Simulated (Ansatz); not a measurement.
# A cut through the energy surface

C₂H₈Si (SMILES CC[SiH3]), singlet, at its PBE0-D4/def2-TZVP minimum:

```
11
angstrom
C -0.8235 1.0669 -0.4236
C -0.5432 -0.4156 -0.1957
Si 1.1526 -0.7497 0.5346
H -1.8174 1.2277 -0.8490
H -0.0971 1.5091 -1.1104
H -0.7716 1.6309 0.5114
H -0.6236 -0.9699 -1.1370
H -1.2937 -0.8488 0.4744
H 1.2942 -0.0665 1.8505
H 2.2174 -0.2327 -0.3694
H 1.3711 -2.2085 0.7348
```

The bond length C2–H7 (1.095 Å at the minimum) is set to the values below, the two halves moving rigidly along the bond. Each method's energies count from its own value at the PBE0-D4 minimum structure. Program: Ansatz 0.2.0. Basis: def2-TZVPP. Cores are frozen in the correlated methods. B3LYP uses VWN-RPA correlation.

CCSD(T) energies along the scan:
```json
{"bond length (Å)": "0.964", "CCSD(T) (kcal/mol)": "8.29"}
{"bond length (Å)": "1.002", "CCSD(T) (kcal/mol)": "3.86"}
{"bond length (Å)": "1.058", "CCSD(T) (kcal/mol)": "0.54"}
{"bond length (Å)": "1.123", "CCSD(T) (kcal/mol)": "0.28"}
{"bond length (Å)": "1.195", "CCSD(T) (kcal/mol)": "3.07"}
{"bond length (Å)": "1.273", "CCSD(T) (kcal/mol)": "8.45"}
{"bond length (Å)": "1.356", "CCSD(T) (kcal/mol)": "15.76"}
{"bond length (Å)": "1.443", "CCSD(T) (kcal/mol)": "24.31"}
{"bond length (Å)": "1.533", "CCSD(T) (kcal/mol)": "33.45"}
```
They count from the CCSD(T) energy at the PBE0-D4 minimum.

Largest difference from the CCSD(T) curve over the scan: PBE0-D4 0.63; B3LYP-D4 0.65; wB97M-V 1.30; HF 4.64 kcal/mol. Each curve counts from its own value at the minimum.

No T1 diagnostic of these runs exceeds 0.012.

For scale, one of the runs: CCSD(T)/def2-TZVPP, 216 basis functions (an equivalent command: `ansatz run in.yaml --threads 4`). Hardware: 4 CPU threads, shared host. Wall time 28 s; peak host memory 3.1 GiB.
